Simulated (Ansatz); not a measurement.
Take Pt in the fcc (Cu type) structure (space group Fm-3m, No. 225) as the base.

```xyz
1
Lattice="0.0000 1.9851 1.9851 1.9851 0.0000 1.9851 1.9851 1.9851 0.0000" Properties=species:S:1:pos:R:3 pbc="T T T"
Pt     0.0000     0.0000     0.0000
```

The values are results of PBE (Ansatz, an electronic-structure program), no spin-orbit coupling, not measurements.

Modification: Rh takes the place of Pt on all its sites, then cell and atoms are relaxed.

Measured lattice parameter a: Pt 3.913 Å (static lattice; corrected from measurement; as listed in Daniel Mejia-Rodriguez, S. B. Trickey, Phys. Rev. B (2018)); Rh 3.794 Å (static lattice; corrected from measurement; as listed in Daniel Mejia-Rodriguez, S. B. Trickey, Phys. Rev. B (2018)).

How well does PBE reproduce the measured shift?

With PBE the lattice parameter a moves by -0.140 Å (3.970 → 3.830) against -0.119 Å measured.

Stability against distortions was not tested. All final runs are without spin polarisation.
